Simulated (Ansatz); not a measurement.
Start from `NC1(F)CC1` and change one atom or group to get `NC1CC1`.

Ansatz, PBE0-D4/def2-TZVP geometries, multiplicity 1. Each molecule was computed in one conformer, which needn't be the lowest.

```json
{"property": "HOMO energy (ωB97M-V/def2-TZVPP) / eV", "`NC1(F)CC1`": "-10.33"}
{"property": "HOMO–LUMO gap (B3LYP/def2-TZVPP) / eV", "`NC1(F)CC1`": "8.56"}
{"property": "size of the dipole moment (PBE/def2-TZVPP) / D", "`NC1(F)CC1`": "0.93"}
{"property": "HOMO energy (PBE0/def2-TZVPP) / eV", "`NC1(F)CC1`": "-7.89"}
{"property": "HOMO energy (PBE/def2-TZVPP) / eV", "`NC1(F)CC1`": "-6.32"}
{"property": "size of the dipole moment (ωB97M-V/def2-TZVPP) / D", "`NC1(F)CC1`": "0.96"}
```

(1) Give the same properties after the change, and the shifts. (Estimate.)

Results:

(1) Ansatz gave: 
```tsv
property	`NC1CC1`	shift
HOMO energy (ωB97M-V/def2-TZVPP) / eV	-9.29	1.04
HOMO–LUMO gap (B3LYP/def2-TZVPP) / eV	7.60	-0.96
size of the dipole moment (PBE/def2-TZVPP) / D	1.21	0.28
HOMO energy (PBE0/def2-TZVPP) / eV	-6.90	0.99
HOMO energy (PBE/def2-TZVPP) / eV	-5.44	0.88
size of the dipole moment (ωB97M-V/def2-TZVPP) / D	1.25	0.29
```

Dipoles are sizes alone; their direction can turn.

B3LYP here is the variant with VWN-RPA as its local correlation; programs differ in this.
